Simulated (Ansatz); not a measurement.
# C2H3S: composite energy at a relaxed geometry in Python

The task is a composite energy at a relaxed geometry, for C2H3S. SMILES: [CH]1CS1.

Program: Ansatz 0.2.0 through its Python package. The levels of theory stand in the script. These are calculated values, not measurements.

## (1) The system

Bond lengths: C1–C2 1.462 Å, C1–S3 1.844 Å, C2–S3 1.836 Å, C1–H4 1.111 Å, C2–H5 1.111 Å, C2–H6 1.109 Å. Angles: C1–C2–S3 66.9°, C1–C2–H5 115.1°, C1–C2–H6 113.9°, S3–C2–H5 113.8°, S3–C2–H6 113.3°, H5–C2–H6 121.5°, C2–C1–S3 66.3°, C2–C1–H4 110.3°, S3–C1–H4 108.9°, C1–S3–C2 46.8°.

No structure file is read: the coordinates are typed or built in the script.

## (2) The code

The input, run_composite.py:

```python
"""Relax C2H3S cheaply, then refine its energy."""

import itertools

import ansatz as az
from ase.data import atomic_numbers, covalent_radii
import numpy as np

GEOMETRY = """
C     0.80330   -0.06240   -0.54080
C    -0.56170   -0.05560   -0.01650
S     0.38820    1.45190    0.42700
H     1.45000   -0.71930    0.07860
H    -0.74100   -0.74120    0.83890
H    -1.33870    0.12650   -0.78710
"""

geometry = az.Crystal.molecule()
for line in GEOMETRY.strip().splitlines():
    symbol, *xyz = line.split()
    geometry = geometry.atom(symbol, [float(v) for v in xyz])

base = (
    geometry.calculation()
    .basis(gaussian="def2-SVP")
    .functional("pbe0")
    .spin("collinear", total=1)
    .scf(lower_state_search="off")
)
symbols = [site.symbol for site in geometry.cartesian_sites]
start = np.array([site.position_ang for site in geometry.cartesian_sites], dtype=float)
data = base.relax(force_tolerance=0.01).run().report
end = np.array(data["positions_ang"])
# pairs closer than 1.2 times the sum of covalent radii, before or after
radius = [covalent_radii[atomic_numbers[s]] for s in symbols]
span = lambda where, i, j: np.linalg.norm(where[i] - where[j])
bonded = [(i, j) for i, j in itertools.combinations(range(len(symbols)), 2) if min(span(start, i, j), span(end, i, j)) < 1.2 * (radius[i] + radius[j])]
print("pair        before    after (A)")
for i, j in bonded:
    print(f"{symbols[i]}{i}-{symbols[j]}{j}".ljust(10), f"{span(start, i, j):8.4f} {span(end, i, j):8.4f}")

minimum = az.Crystal.molecule()
for symbol, place in zip(symbols, end):
    minimum = minimum.atom(symbol, place.tolist())
at_minimum = minimum.calculation().spin("collinear", total=1)
# MP2 extrapolated to the basis limit, plus the small-basis difference CCSD(T) - MP2
level = lambda method, basis: at_minimum.basis(gaussian=basis).correlation(method).run().report
small, large, cluster = level("mp2", "cc-pVDZ"), level("mp2", "cc-pVTZ"), level("ccsd_t", "cc-pVDZ")
corr = lambda each: (each["free_energy_ev"] - each["reference_energy_ev"]) / 27.211386246
mp2_limit = (27 * corr(large) - 8 * corr(small)) / 19
pieces = {"HF / cc-pVTZ": large["reference_energy_ev"] / 27.211386246, "MP2 correlation, DZ-TZ limit": mp2_limit, "CCSD(T) - MP2 / cc-pVDZ": corr(cluster) - corr(small)}
for name, value in pieces.items():
    print(f"{name:32s} {value:14.6f} Ha")
print(f"{'sum':32s} {sum(pieces.values()):14.6f} Ha")
print("T1 diagnostic", round(cluster["correlation"]["coupled_cluster"]["t1_diagnostic"], 4))
```

## (3) The input behind the calls

The package turns the script's settings into the engine's input (first run):

```yaml
crystal:
  periodic: [false, false, false]
  atoms:
    - { symbol: C, position_ang: [0.8033, -0.0624, -0.5408] }
    - { symbol: C, position_ang: [-0.5617, -0.0556, -0.0165] }
    - { symbol: S, position_ang: [0.3882, 1.4519, 0.427] }
    - { symbol: H, position_ang: [1.45, -0.7193, 0.0786] }
    - { symbol: H, position_ang: [-0.741, -0.7412, 0.8389] }
    - { symbol: H, position_ang: [-1.3387, 0.1265, -0.7871] }
basis:
  gaussian:
    orbitals: def2-SVP
hamiltonian:
  xc: pbe0
magnetization:
  spin_polarized: true
  initial_magnetization: 1.0
scf:
  lower_state_search: "off"
relax:
  f_tol: 0.01
```

## (4) The run

On the command line:

```bash
$ python run_composite.py
```

Q: Predict the main results. Wanted: T1 diagnostic; composite energy.

As calculated:

```
        quantity           value
   T1 diagnostic          0.0226
composite energy  -475.543348 Ha
   runs compared               3
```

What this shows: The dearest, run 3, took some 6.8 times as long as run 1. A T1 diagnostic under about 0.02 supports a single-reference treatment; this one lies above (open shells tolerate somewhat more). Run 0: The relaxation took 5 moves; the largest shift is 0.274 Å, of atom 4 (H). Notes:
- The sum leaves out core correlation, relativity, the Hartree-Fock basis error and zero-point energy; a DZ-TZ extrapolation is rough.
- The species is open-shell (spin multiplicity 2).
- Inner cores stay frozen, so this is valence correlation.
- For Al to Cl the sets with a tight d function, cc-pV(X+d)Z, are usual.
- An extrapolation from small basis sets is rough.
